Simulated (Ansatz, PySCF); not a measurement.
Species: C$_{4}$H$_{3}$S, net charge 0, doublet state. It need not be the lowest isomer of its formula. SMILES: [c]1cccs1
Structure (B3LYP-D3(BJ)/def2-TZVP (Ansatz, an electronic-structure program) minimum search):
```xyz
8

S     -0.0004     0.0646     1.2100
C     -0.0118     1.2441    -0.0151
C      0.0112    -1.1811     0.0014
C     -0.0076     0.7751    -1.2817
C      0.0060    -0.6593    -1.2588
H      0.0210    -2.2174     0.2977
H     -0.0134     1.3765    -2.1780
H      0.0116    -1.2659    -2.1536
```
Charge 0, spin multiplicity 2.

Property: atomisation energy (electronic, to ground-state atoms), in eV. Valence correlation only, unless marked. UHF or UKS for open shells. Spin-orbit coupling is left out. Non-relativistic. The coupled-cluster limit lacks core correlation, which all-electron functionals hold. CBS(X,Y): correlation extrapolated as X^-3; Hartree-Fock from the larger set. The bracket is a focal-point correction in the basis named.

| level | program | atomisation energy (eV) |
|---|---|---|
| revPBE-D3(BJ)/def2-TZVPD | Ansatz + dftd3 | 36.99 |
| revPBE-D4/def2-TZVPD | Ansatz + dftd4 | 37.16 |
| revPBE/def2-TZVPD | Ansatz | 36.44 |
| r2SCAN-D3(BJ)/def2-TZVPD | Ansatz + dftd3 | 36.97 |
| PBE0/STO-3G | Ansatz | 42.68 |
| PBE0/def2-QZVPP | Ansatz | 37.09 |
| TPSSh-D4/def2-TZVPD | PySCF + dftd4 | 36.70 |

**Question.** Estimate the value at RI-MP2/CBS(cc-pV(T+d)Z,cc-pV(Q+d)Z)+[CCSD(T)-MP2]/cc-pV(T+d)Z as computed with Ansatz.

**Answer.** 36.20 eV
